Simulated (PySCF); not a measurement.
Identify the unknown among the candidates.

All candidates are C5H11F.

| technique | computed result |
| --- | --- |
| Dipole | 1.92 D [CAM-B3LYP/def2-SVPD] |
| Valence photoelectron | vertical ionisation energy: 11.18 eV [ΔSCF CAM-B3LYP/def2-SVPD] |
| XPS | C1s 290.6, C1s 290.6, C1s 290.7 (×2), C1s 292.7, F1s 691.6 eV [ΔSCF SCAN, pcX-2 on the ionised atom, pcseg-1 elsewhere, spin-free X2C] |
| UV, first state | lowest singlet excitation: 8.76 eV (142 nm, f = 0.013) [TDDFT CAM-B3LYP/def2-SVPD] |
| UV, strongest line | among the 10 lowest singlet transitions: S6 at 9.83 eV (126 nm, f = 0.070) [TDDFT CAM-B3LYP/def2-SVPD] |
| Rotational structure | rotational constants A, B, C: 4.594, 2.626, 2.555 GHz [PBE0-D3(BJ)/def2-SVP] |
| 1H NMR | chemical shifts (computed TMS as zero) by class: 1.32 (2 H), 1.24 (6 H), 1.06 (3 H) ppm [GIAO PBE0/pcSseg-1] |
| 13C NMR | chemical shifts (computed TMS as zero) by class: 91.5 (1 C), 36.3 (1 C), 27.8 (2 C), 9.1 (1 C) ppm [GIAO PBE0/pcSseg-1] |

Electronic properties: PySCF, gas phase, density fitting. Levels stand in brackets. The structure is a single PBE0-D3(BJ)/def2-SVP conformer in the gas phase; no vibrational or solvent corrections. NMR classes are plain means over equivalent atoms (diastereotopic ones count apart unless rotation or inversion swaps them), as if these changed places fast.

Question: Which candidate is it?
A. `CCC(C)(C)F` (CH3CH2CF(CH3)2)
B. `CCC[C@@H](C)F` (CH3CH2CH2CHFCH3)
C. `CCC(F)CC` ((CH3CH2)2CHF)

Answer: A. It is `CCC(C)(C)F`. Numbering: `[CH3:1][CH2:2][C:3]([CH3:4])([CH3:5])[F:6]`. Its formula, C5H11F, gives 0 degrees of unsaturation, so no ring and no π bond. 5 carbons fall into 4 classes; from least to most shielded: sp3 C–F carbon [C3] (91.5 ppm), chain CH2 carbon [C2] (36.3 ppm), methyl carbon [C4/C5] (27.8 ppm, 2 C, up to 6.3 ppm apart in this geometry), methyl carbon [C1] (9.1 ppm). Hydrogen classes from least to most shielded: 2 H on a chain CH2 carbon, C2 (1.32 ppm), 6 H on 2 methyl carbons, C4/C5 (1.24 ppm, a mean of values up to 1.1 ppm apart in this geometry), 3 H on a methyl carbon, C1 (1.06 ppm). The core levels belong to: C1s 290.6 eV, methyl carbon [C1]; C1s 290.6 eV, chain CH2 carbon [C2]; C1s 290.7 eV, methyl carbon [C4/C5]; C1s 292.7 eV, sp3 C–F carbon [C3]; F1s 691.6 eV, alkyl fluorine [F6]. One atom of each topological class was ionised and stands for its class. The first electron is taken from the HOMO, whose largest Löwdin shares are 0.21 on the chain CH2 carbon, 0.21 on the sp3 C–F carbon, 0.19 on the alkyl fluorine and 0.08 on a methyl carbon. The optimised geometry has point group C1 and is an asymmetric top.

The others, at the same levels:
- `CCC(F)CC` fails: its computed core binding energies are C1s 290.6 (×2), C1s 290.7 (×2), C1s 292.7, F1s 691.9 eV, lowest singlet excitation is 8.91 eV (139 nm, f = 0.006) (against 8.76 eV) and rotational constant A is 7.612 GHz (against 4.594 GHz).
- `CCC[C@@H](C)F` fails: it has 5 carbon classes against 4; its computed 13C shifts are 90.1 (1 C), 42.7 (1 C), 23.5 (1 C), 22.4 (1 C), 16.2 (1 C) ppm, core binding energies are C1s 290.5, C1s 290.6, C1s 290.6, C1s 290.8, C1s 292.8, F1s 691.9 eV and 1H shifts are 4.30 (1 H), 1.76 (1 H), 1.28 (3 H), 1.26 (1 H), 1.10 (1 H), 1.01 (1 H), 1.00 (3 H) ppm.

Each candidate is one conformer, not necessarily the lowest. The conformers computed, where there is a choice (atom-mapped SMILES and torsion angles):
- `[CH3:1][CH2:2][C:3]([CH3:4])([CH3:5])[F:6]`: C1–C2–C3–C4 174°
- `[CH3:1][CH2:2][CH:3]([F:4])[CH2:5][CH3:6]`: C1–C2–C3–F4 -59°, C2–C3–C5–C6 179°
- `[CH3:1][CH2:2][CH2:3][C@@H:4]([CH3:5])[F:6]`: C1–C2–C3–C4 178°, C2–C3–C4–C5 180°
